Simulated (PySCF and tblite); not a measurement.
The numbers below are computed, except where a source is named.
System: C4H10N2, numbered as in [CH2:1]1[CH2:2][NH:3][CH2:4][CH2:5][NH:6]1.

Motion: pyramidal inversion at N3. GFN2-xTB gives an electronic barrier of 6.7 kcal/mol and a reaction energy of 1.1 kcal/mol.

PBE0/pcSseg-1 + D3(BJ) on B3LYP-D3(BJ)/def2-SVP geometries gives 4.2 kcal/mol and k(298 K) = 1×10¹¹ s⁻¹.

Problem. What does PBE0/pcSseg-1 + D3(BJ), IEF-PCM benzene give on B3LYP-D3(BJ)/def2-SVP geometries?

Solution. A barrier of 4.8 kcal/mol, 0.7 above the first DFT barrier (from unrounded values), a reaction energy of -0.7 kcal/mol and, with GFN2-xTB thermal terms, ΔG‡(298 K) = 3.5 kcal/mol and k = 3.3×10¹⁰ s⁻¹ (2 equivalent paths).

Programs: tblite and PySCF.
